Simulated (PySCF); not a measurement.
**ClHNaS−, a complex of two parts: interaction energy**

An exercise on one series of results from a longer session: the logs are not shown, and one member is left open.

Computed with PySCF 2.14.0; each step states its level. No surroundings beyond the atoms listed, unless a continuum is named. Atoms count from 0, parts from 1.

## Starting point

4 atoms, charge -1, multiplicity 1; geometry: GFN2-xTB. Parts: 1 = atoms 0–1, `[Na][Cl]`, charge 0; 2 = atoms 2–3, `[SH-]`, charge -1.

The first run:

What the job is given:

```
{"job": {"xc": "PBE0", "basis": "def2-TZVPD", "d3": "d3bj", "grid": 3, "kind": "geom", "shake": 0.01}, "charge": -1, "multiplicity": 1, "parts": [{"atoms": "0-1", "charge": 0, "multiplicity": 1}, {"atoms": "2-3", "charge": -1, "multiplicity": 1}]}
Na     0.026865     0.145637    -0.995787
Cl     0.048341    -0.494566     1.239321
S     -0.085156     0.882785    -3.563061
H      0.627698     2.033239    -3.497732
```

Started as:

```console
$ OMP_NUM_THREADS=1 python cluster_run.py task.json out
```

The driver reads the jobs from task.json and runs them one after another.

Steps of the session up to this table: Geometry optimisation at PBE0-D3(BJ)/def2-TZVPD; Coupled-cluster interaction energy: CCSD(T) and MP2, 2.62 Å; Coupled-cluster interaction energy: CCSD(T) and MP2, 2.75 Å; Coupled-cluster interaction energy: CCSD(T) and MP2, 2.88 Å; Coupled-cluster interaction energy: CCSD(T) and MP2, 2.49 Å; Coupled-cluster interaction energy: CCSD(T) and MP2, 3.27 Å; Coupled-cluster interaction energy: CCSD(T) and MP2, 2.36 Å; Coupled-cluster interaction energy: CCSD(T) and MP2, 3.93 Å; Coupled-cluster interaction energy: CCSD(T) and MP2, 5.24 Å.

One table of the session follows, with a row left open; its other results are not shown here.

It belongs to the step «Coupled-cluster interaction energy: CCSD(T) and MP2, 5.24 Å». 

| method | interaction energy (kcal/mol) |
| --- | --- |
| HF/aug-cc-pVDZ | -19.49 |
| MP2/aug-cc-pVDZ | -19.48 |
| CCSD/aug-cc-pVDZ | -19.44 |
| CCSD(T)/aug-cc-pVDZ | -19.46 |
| HF/aug-cc-pVQZ | ? |
| MP2/aug-cc-pVQZ | -19.25 |
| SCS-MP2/aug-cc-pVQZ | -19.24 |
| MP2, extrapolated | -19.25 |
| CCSD(T), limit estimate | -19.22 |

Q: Estimate the row for HF/aug-cc-pVQZ from the others.

**Answer.** interaction energy (kcal/mol): -19.30. In the column «interaction energy (kcal/mol)» it lies between CCSD/aug-cc-pVDZ (-19.44) and MP2/aug-cc-pVQZ (-19.25).
